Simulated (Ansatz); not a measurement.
Here is an Ansatz input file for BH4NSi, SMILES B1N[SiH2]1. Write the same calculation for the Python package.

```yaml
crystal:
  periodic: [false, false, false]
  atoms:
    - { symbol: B, position_ang: [-0.8416, -0.6303, -0.3294] }
    - { symbol: "N", position_ang: [0.3089, 0.0362, -1.0621] }
    - { symbol: Si, position_ang: [0.6651, 0.1492, 0.6136] }
    - { symbol: H, position_ang: [-1.8967, -1.0506, -0.3594] }
    - { symbol: H, position_ang: [0.0084, 0.9778, -1.3985] }
    - { symbol: H, position_ang: [0.3191, 1.4166, 1.2964] }
    - { symbol: H, position_ang: [1.4982, -0.967, 1.1938] }
basis:
  gaussian:
    orbitals: cc-pVDZ
correlation:
  method: sc_nevpt2
  active_space:
    window:
      electrons: 4
      orbitals: 5
```

`cas_bh4nsi.py`:
```python
'''Static correlation in BH4NSi: natural occupations of an active space.'''

import warnings

import ansatz as az

warnings.simplefilter('ignore', az.DeckWarning)

geometry_ang = [
    ('B', [-0.8416, -0.6303, -0.3294]),
    ('N', [0.3089, 0.0362, -1.0621]),
    ('Si', [0.6651, 0.1492, 0.6136]),
    ('H', [-1.8967, -1.0506, -0.3594]),
    ('H', [0.0084, 0.9778, -1.3985]),
    ('H', [0.3191, 1.4166, 1.2964]),
    ('H', [1.4982, -0.967, 1.1938]),
]
geometry = az.Crystal.molecule()
for symbol, xyz in geometry_ang:
    geometry = geometry.atom(symbol, xyz)

base = geometry.calculation()
base = base.basis(gaussian='cc-pVDZ').correlation(active_electrons=4, active_orbitals=5)
for method in ['sc_nevpt2']:
    report = (base if method is None else base.correlation(method)).run(threads=1).report
    space = report['configurations']
    state = space['states'][0]
    print(method or 'casscf', f'total {report["free_energy_ev"] / 27.211386246:.6f} Ha, active-space state {state["energy"]["hartree"]:.6f} Ha, mean field {report["reference_energy_ev"] / 27.211386246:.6f} Ha')
    print('  determinants', state['n_determinants'], ' natural occupations', [round(n, 3) for n in space['natural_occupations']])
print('effectively unpaired electrons, sum of min(n, 2 - n):', round(sum(min(n, 2 - n) for n in space['natural_occupations']), 3))
```

```console
$ python cas_bh4nsi.py
Warning: the results are in doubt because another end's mean lies 0.357 eV lower, and its corrected mean 0.196 eV higher
RunWarning: the results are in doubt because another end's mean lies 0.357 eV lower, and its corrected mean 0.196 eV higher
sc_nevpt2 total -370.662971 Ha, active-space state -370.354220 Ha, mean field -370.317070 Ha
  determinants 100  natural occupations [1.982, 1.955, 0.031, 0.019, 0.014]
effectively unpaired electrons, sum of min(n, 2 - n): 0.126
```
(Warnings from the package without file and line.)

Reading the output:
- The settings weren't tested for convergence.
- The geometry is a force-field or estimated start, not a minimum of this method, and the basis set is short of its limit. The active space starts as a window about the frontier orbitals and is then optimised, not chosen by chemistry.
- A lower CASSCF solution was found and passed over, so the printed active-space state isn't the lowest.
- The script silences the warnings on its input, which a real study should read.
- Timing: 3.5 s on 1 thread of Intel(R) Xeon(R) 6975P-C (Granite Rapids), on a shared host, peak memory 0.19 GiB.

(Lines on the test bed's own set-up are left out of the output.)
